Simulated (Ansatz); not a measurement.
How the band gap of Cs₂AgSbCl₆ (Fm-3m, No. 225) moves with the method

No measured value is used here.

```csv
level (code),value (eV)
r²SCAN+SOC (Ansatz),1.60 (indirect)
HSE06 (Ansatz),2.21
PBE0 (Ansatz),?
```

Q: Complete the blanks.

A: 
- PBE0 (Ansatz, an electronic-structure program), value (eV): 2.87

Computed values are for a static lattice. Levels without +SOC have no spin–orbit coupling; where heavier elements are present it shifts gaps, mostly down, and can invert bands.  r²SCAN+SOC: the gap is read on the k mesh or supercell of the run alone and can be too large. Values are at the measured cell. Cutoffs and k meshes differ between the levels. Ansatz's density-functional and Hartree–Fock values are scalar-relativistic unless marked +SOC, with PAW data made under PBE.
